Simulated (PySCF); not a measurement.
## Shifts of the heteroatoms

Molfile (atoms numbered from 1):
```
C5H7F
     RDKit          3D

 13 13  0  0  0  0  0  0  0  0999 V2000
    2.5411   -1.2528    0.6285 F   0  0  0  0  0  0  0  0  0  0  0  0
    1.8634   -0.1008    0.6480 C   0  0  0  0  0  0  0  0  0  0  0  0
    0.6497    0.0064    0.1241 C   0  0  0  0  0  0  0  0  0  0  0  0
   -0.3037   -0.9882   -0.4905 C   0  0  0  0  0  0  0  0  0  0  0  0
   -1.4345    0.0494   -0.2746 C   0  0  0  0  0  0  0  0  0  0  0  0
   -0.3696    1.1209    0.0752 C   0  0  0  0  0  0  0  0  0  0  0  0
    2.4097    0.7113    1.1370 H   0  0  0  0  0  0  0  0  0  0  0  0
   -0.0918   -1.1834   -1.5551 H   0  0  0  0  0  0  0  0  0  0  0  0
   -0.3989   -1.9583    0.0209 H   0  0  0  0  0  0  0  0  0  0  0  0
   -2.0758   -0.2002    0.5828 H   0  0  0  0  0  0  0  0  0  0  0  0
   -2.0763    0.2638   -1.1406 H   0  0  0  0  0  0  0  0  0  0  0  0
   -0.1903    1.8280   -0.7521 H   0  0  0  0  0  0  0  0  0  0  0  0
   -0.5231    1.7040    0.9965 H   0  0  0  0  0  0  0  0  0  0  0  0
  1  2  1  0
  2  3  2  3
  3  4  1  0
  4  5  1  0
  5  6  1  0
  6  3  1  0
  2  7  1  0
  4  8  1  0
  4  9  1  0
  5 10  1  0
  5 11  1  0
  6 12  1  0
  6 13  1  0
M  END
```

Theoretical values (PySCF 2.14.0 with density-fitted response routines): spin–spin couplings from B3LYP/pcJ-1 (spin–dipole term only in couplings to heteroatoms), shieldings: GIAO PBE0/pcSseg-1, geometry from PBE0-D3(BJ)/def2-SVP. One computed conformer, non-relativistic Hamiltonian, no solvent, equivalent nuclei averaged.

Where does 19F resonate?

Answers


| atoms | environment | σ (ppm) | δ (ppm) |
| --- | --- | --- | --- |
| F1 | vinylic fluorine | 309.5 | -130.8 |

Shieldings were converted by a linear fit to measured shifts: 19F: δ = 160.63 − 0.942σ +14.9 on sp3 carbon (rms 6.9 ppm, 221 shifts, 7.7 ppm with the 5 outliers that the fit left out vs CFCl3, solution or neat liquid). A few per cent of atoms miss by over 2 rms, more outside the fitted compound classes. Couplings are scaled by factors fitted to measured values: 2J(H,H) × 0.91 (rms 0.6 Hz), 3J(H,H) × 0.91 (rms 0.4 Hz, 0.5 with 2 outliers), 1J(C,F) × 0.77 (rms 7.3 Hz), 2J(C,F) × 1.09 (rms 1.9 Hz, 5.0 with 1 outliers), 3J(C,F) × 1.48 (rms 1.3 Hz); all others are unscaled and can be 10–30 % off.

Couplings (the largest are listed; each averaged over equivalent pairs): 1J(F1,C2) = -253.7 Hz, 2J(F1,H7) = 89.8 Hz, 2J(F1,C3) = 11.7 Hz, 3J(F1,C6) = 10.1 Hz, 3J(F1,C4) = 8.7 Hz.

On a 600 MHz spectrometer 19F resonates near 564.6 MHz, so 1 ppm is 564.6 Hz.
